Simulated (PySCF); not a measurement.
# Basis-set dependence of population analyses: `P[SiH2]Cl`

ClH₄PSi.
Geometry (PBE0-D3(BJ)/def2-SVP, Å), atoms numbered from 1 in this order:
```
atom  x, y, z in Å
P1    -0.1438   -1.2891   -1.8108
Si2   -2.2031   -0.8644   -0.9896
Cl3   -3.5008   -2.3119   -1.7043
H4     0.0764   -2.3724   -0.9045
H5     0.4491   -0.3223   -0.9360
H6    -2.6507    0.4661   -1.4904
H7    -2.2755   -0.8872    0.4993
```

PBE0 throughout (PySCF), one geometry, spherical d and f functions. The structure is a single PBE0-D3(BJ)/def2-SVP conformer in the gas phase; no vibrational or solvent corrections. Atoms taken as equivalent share a column and are averaged.

Mulliken charges (e):

```tsv
basis	functions	P1	Si2	Cl3	H4/H5	H6/H7
STO-3G	31	+0.174	+0.508	-0.352	-0.073	-0.092
6-31G	47	-0.083	+0.493	-0.301	+0.007	-0.062
pcSseg-0	47	-0.335	+0.491	-0.372	+0.109	-0.001
6-31G*	62	-0.171	+0.411	-0.266	+0.048	-0.035
cc-pVDZ	74	-0.110	+0.287	-0.228	+0.044	-0.018
def2-SVP	74	-0.115	+0.422	-0.266	+0.026	-0.047
aug-cc-pVDZ	117	-0.948	+0.037	-0.405	+0.410	+0.248
6-311+G(2d,p)	129	-0.175	+0.272	-0.200	+0.083	-0.032
def2-TZVP	135	-0.227	+0.295	-0.248	+0.094	-0.004
cc-pVTZ	158	-0.130	+0.295	-0.226	+0.046	-0.016
IGLO-III	172	-0.059	+0.825	-0.387	-0.038	-0.151
```

IAO charges (e):

```
        basis  functions      P1     Si2     Cl3   H4/H5   H6/H7
       STO-3G         31  +0.065  +0.533  -0.304  -0.044  -0.103
        6-31G         47  -0.099  +0.464  -0.282  +0.021  -0.062
     pcSseg-0         47  -0.126  +0.437  -0.269  +0.035  -0.056
       6-31G*         62  -0.079  +0.601  -0.312   0.000  -0.105
      cc-pVDZ         74  -0.092  +0.605  -0.312  +0.006  -0.106
     def2-SVP         74  -0.088  +0.612  -0.303  +0.002  -0.112
  aug-cc-pVDZ        117  -0.100  +0.610  -0.320  +0.009  -0.104
6-311+G(2d,p)        129  -0.088  +0.630  -0.322  +0.002  -0.112
    def2-TZVP        135  -0.091  +0.643  -0.323  +0.001  -0.116
      cc-pVTZ        158  -0.097  +0.632  -0.322  +0.005  -0.112
     IGLO-III        172  -0.089  +0.633  -0.318  +0.001  -0.115
```

Hirshfeld charges (e):

| basis | functions | P1 | Si2 | Cl3 | H4/H5 | H6/H7 |
| --- | --- | --- | --- | --- | --- | --- |
| STO-3G | 31 | +0.099 | +0.408 | -0.291 | -0.040 | -0.069 |
| 6-31G | 47 | -0.005 | +0.277 | -0.161 | +0.001 | -0.057 |
| pcSseg-0 | 47 | -0.002 | +0.301 | -0.160 | -0.004 | -0.065 |
| 6-31G* | 62 | -0.012 | +0.277 | -0.147 | +0.003 | -0.062 |
| cc-pVDZ | 74 | +0.001 | +0.281 | -0.135 | -0.004 | -0.070 |
| def2-SVP | 74 | +0.003 | +0.283 | -0.127 | -0.006 | -0.074 |
| aug-cc-pVDZ | 117 | -0.003 | +0.281 | -0.131 | -0.005 | -0.069 |
| 6-311+G(2d,p) | 129 | +0.001 | +0.278 | -0.130 | -0.006 | -0.069 |
| def2-TZVP | 135 | -0.004 | +0.276 | -0.127 | -0.004 | -0.069 |
| cc-pVTZ | 158 | -0.003 | +0.278 | -0.129 | -0.004 | -0.069 |
| IGLO-III | 172 | +0.002 | +0.271 | -0.122 | -0.005 | -0.070 |

ESP-fitted charges (e):

| basis | functions | P1 | Si2 | Cl3 | H4/H5 | H6/H7 |
| --- | --- | --- | --- | --- | --- | --- |
| STO-3G | 31 | -0.190 | +0.538 | -0.327 | +0.069 | -0.079 |
| 6-31G | 47 | -0.377 | +0.502 | -0.274 | +0.144 | -0.069 |
| pcSseg-0 | 47 | -0.455 | +0.606 | -0.289 | +0.164 | -0.096 |
| 6-31G* | 62 | -0.279 | +0.349 | -0.192 | +0.113 | -0.051 |
| cc-pVDZ | 74 | -0.234 | +0.283 | -0.160 | +0.099 | -0.043 |
| def2-SVP | 74 | -0.266 | +0.326 | -0.160 | +0.106 | -0.057 |
| aug-cc-pVDZ | 117 | -0.208 | +0.243 | -0.149 | +0.090 | -0.033 |
| 6-311+G(2d,p) | 129 | -0.213 | +0.244 | -0.146 | +0.093 | -0.036 |
| def2-TZVP | 135 | -0.210 | +0.255 | -0.141 | +0.090 | -0.042 |
| cc-pVTZ | 158 | -0.210 | +0.260 | -0.145 | +0.090 | -0.042 |
| IGLO-III | 172 | -0.189 | +0.173 | -0.115 | +0.088 | -0.022 |

Some averages cover members that differ in this geometry, most widely: H6/H7, ESP-fitted in 6-31G -0.090 to -0.048; H6/H7, ESP-fitted in 6-31G* -0.071 to -0.031; H6/H7, ESP-fitted in 6-311+G(2d,p) -0.056 to -0.017; H6/H7, ESP-fitted in pcSseg-0 -0.115 to -0.076 e.

Question: Which scheme is steadiest as the basis changes?

Answer: Largest range over the bases for any column: Hirshfeld 0.17 e, IAO 0.21 e, ESP-fitted 0.43 e, Mulliken 1.12 e. Hirshfeld charges move least and Mulliken charges most, counted in e. Without the minimal STO-3G basis the ranges are Hirshfeld 0.04, IAO 0.21, ESP-fitted 0.43, Mulliken 0.89 e.

Question: How much do the charges still move between the two largest bases, cc-pVTZ and IGLO-III?

Answer: At most, over all atoms: Mulliken 0.529 e, IAO 0.008 e, Hirshfeld 0.008 e, ESP-fitted 0.087 e.

Question: What do the same runs give for the total energy, the frontier levels and the dipole moment?

Answer: 
```json
{"basis": "STO-3G", "energy (Eh)": "-1080.8912", "HOMO (eV)": "-5.12", "LUMO (eV)": "4.31", "μ (D)": "3.05"}
{"basis": "6-31G", "energy (Eh)": "-1092.9358", "HOMO (eV)": "-7.87", "LUMO (eV)": "-0.35", "μ (D)": "3.00"}
{"basis": "pcSseg-0", "energy (Eh)": "-1091.7791", "HOMO (eV)": "-8.01", "LUMO (eV)": "-0.39", "μ (D)": "3.10"}
{"basis": "6-31G*", "energy (Eh)": "-1093.0263", "HOMO (eV)": "-7.87", "LUMO (eV)": "-0.16", "μ (D)": "2.17"}
{"basis": "cc-pVDZ", "energy (Eh)": "-1093.0909", "HOMO (eV)": "-7.82", "LUMO (eV)": "0.02", "μ (D)": "1.84"}
{"basis": "def2-SVP", "energy (Eh)": "-1092.7440", "HOMO (eV)": "-7.83", "LUMO (eV)": "0.10", "μ (D)": "1.81"}
{"basis": "aug-cc-pVDZ", "energy (Eh)": "-1093.0975", "HOMO (eV)": "-7.89", "LUMO (eV)": "-0.42", "μ (D)": "1.74"}
{"basis": "6-311+G(2d,p)", "energy (Eh)": "-1093.1232", "HOMO (eV)": "-7.91", "LUMO (eV)": "-0.40", "μ (D)": "1.72"}
{"basis": "def2-TZVP", "energy (Eh)": "-1093.1270", "HOMO (eV)": "-7.87", "LUMO (eV)": "-0.20", "μ (D)": "1.61"}
{"basis": "cc-pVTZ", "energy (Eh)": "-1093.1393", "HOMO (eV)": "-7.87", "LUMO (eV)": "-0.17", "μ (D)": "1.66"}
{"basis": "IGLO-III", "energy (Eh)": "-1093.1180", "HOMO (eV)": "-7.83", "LUMO (eV)": "-0.06", "μ (D)": "1.49"}
```

The dipole is fixed by the density alone, so its range of 1.61 D shows that the density itself changes with the basis, not only its division among atoms.
